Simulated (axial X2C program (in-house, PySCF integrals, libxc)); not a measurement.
**Photoelectron levels of MgF⁻ by EOM-IP-CCSD**

Calculated with an in-house all-electron X2C program for linear molecules (integrals from PySCF): two-component X2C with atomic mean-field Coulomb and Gaunt terms, Gaussian nuclei, basis Mg dyall-acv3z, F dyall-av3z with contracted cores.

R = 2.100 Å (1.150 times 1.826 Å, the PBE0 minimum at charge -1 for the lowest determinant).

Vertical detachment energies of MgF⁻ to the states of MgF:

```csv
Ω of MgF,vertical detachment energy (eV),above lowest (cm⁻¹),ionised spinor,one-hole weight
1/2,1.676,0,"75% Mg sσ, 15% Mg pσ, 6% F pσ",0.94
3/2,6.667,40251,94% F pπ,0.88
1/2,6.700,40518,94% F pπ,0.89
```

(1) Take the first Ω = 1/2 and Ω = 3/2 rows of π character: how far apart are they, and which lies lower?

This point took 5.6 s on 1 thread of Intel(R) Xeon(R) Platinum 8375C CPU @ 2.90GHz (Ice Lake), on a shared host.

Reference electrons by ω block (each with its −ω partner): 1/2: 9, 3/2: 2. 10 electrons of MgF⁻ correlated (inner shells frozen), 94 natural virtual spinors (a truncated set); levels can be off by some tenths of an eV. Roots sought by Ω: (1/2: 4, 3/2: 3, 5/2: 1); rows need 60 % one-particle weight and stop where some Ω has no more roots. Missing are any skipped roots, higher Ω and states of a further excitation; these come out far too high here and may in truth be low or lowest. T1 of the reference 0.019 (Lee–Taylor). Number of frozen shells: Mg 2 s, 1 p; F 1 s. Large amplitudes in the reference (orbital relaxation or multireference character) lower the reliability.

## Answers

(1) E(3/2) − E(1/2) = 40251 − 40518 = -267 cm⁻¹ at EOM-IP-CCSD: inverted, Ω = 3/2 lower. Splittings at this level can be off by ten to twenty per cent.
